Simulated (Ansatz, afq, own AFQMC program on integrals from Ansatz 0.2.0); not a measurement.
Integrals from Ansatz 0.2.0, then the random walk in our own AFQMC program (afq).

```yaml
crystal:
  periodic: [false, false, false]
  atoms:
    - {symbol: C, position_ang: [0.002367, 0.008789, 0.002429]}
    - {symbol: H, position_ang: [-0.252407, -1.061679, -0.255599]}
basis:
  gaussian: {orbitals: def2-TZVP}
magnetization: {spin_polarized: true, initial_magnetization: 1}
correlation: {method: ccsd_t, electrons: outside_noble_gas, hamiltonian_folder: ham}
```

```sh
$ ansatz run in.yaml --threads 1 --pin off --events-out ev --progress --plain --max-ram 24576MiB --backend cuda --devices 0, --max-vram 18GiB
```

Options of the walk:

```
--method phaseless --trial cisd --walkers 4000 --populations 20 --least-time 60 --time-step 0.005 --steps-per-block 50 --equilibration-blocks 28 --max-blocks 4000 --target-error 0.00014 --factor-cut 1e-05 --start spin_pure --seed 5070 --release-times 0.24,0.51,0.99,1.62,2.4 --release-step 0.03 --release-every 3 --taylor-order 6
```

Times are imaginary, in 1/Eh. The walk had a cap of 122 s. With eight or more populations the least sampling time is a fifth of least-time, and the error comes from their spread.

```
orbitals 36  electrons 3 2  factors 242 of 244
reference energy -38.28526522 Eh
CCSD correlation -0.11928291 Eh in 20 cycles, weight of the determinant in the CISD state 0.8232
energy of the start -38.396071 Eh
 block  time / (1/Eh)  mean weight  energy / Eh
     1     0.250  1.0001  -38.400889
     2     0.500  0.9998  -38.403712
     3     0.750  0.9998  -38.405407
     4     1.000  1.0002  -38.406308
     5     1.250  1.0001  -38.407098
    10     2.500  0.9999  -38.408335
    15     3.750  1.0001  -38.408496
    20     5.000  0.9999  -38.408551
    25     6.250  1.0000  -38.408856
    30     7.500  1.0001  -38.409585
    35     8.750  1.0000  -38.408338
    40    10.000  0.9997  -38.408708
    45    11.250  1.0000  -38.408727
    50    12.500  1.0002  -38.408901
    55    13.750  0.9999  -38.408630
    60    15.000  1.0002  -38.408166
    65    16.250  0.9999  -38.408162
    70    17.500  0.9998  -38.408600
    75    18.750  1.0000  -38.408893
    78    19.500  1.0002  -38.407799
error from the spread of 20 populations
released: time / (1/Eh)  energy / Eh  error  mean overlap
  0.24  -38.408728  0.000082  0.9969
  0.51  -38.408781  0.000071  0.9990
  0.99  -38.408895  0.000078  0.9935
  1.62  -38.408793  0.000067  0.9920
  2.40  -38.408780  0.000111  0.9909
energy -38.408551 +/- 0.000077 Eh
(rows thinned)
```

Q: Estimate how long the walk took on 1 × NVIDIA H100 80GB HBM3 with 2 threads of AMD EPYC 7R13 Processor (Zen 3) (shared host) (the card was shared).

A: 32 s of wall time.

The run passed its tests (sampling time, drift between the halves within three errors, error under three times the target), which doesn't prove that it has relaxed.

Against this walk (error 2.1 meV) on the same determinant: CCSD(T) 19.6 meV higher, CCSDT(Q) 9.2 meV lower, CCSDTQ 9.5 meV lower, full CI 9.5 meV lower. The error is statistical and leaves out the bias of the constraint. The determinant has ⟨S²⟩ = 1.10, so the low cluster orders mix in higher spin, while the walk starts as a pure doublet. Released to 2.40 1/Eh the energy moves by -6 ± 4 meV (both errors), within twice the noise. Full CI is exact here, so the walk's 9 meV above it is the walk's own error: the bias of the constraint with this trial. The determinant is a poor start (see the cautions), so the low cluster orders aren't to be relied on, and full CI is the sure value.

Cautions: constraint bias not in the error; strong correlation (T1 0.108, weight of the determinant 0.82, largest double 0.09); unrestricted determinant spin contaminated (⟨S²⟩ 1.10 against 0.75).

CCSDT and higher add their correlation energy to the determinant of the CCSD(T) run, since their own runs factorise the integrals more tightly (a shift of under 2 meV).
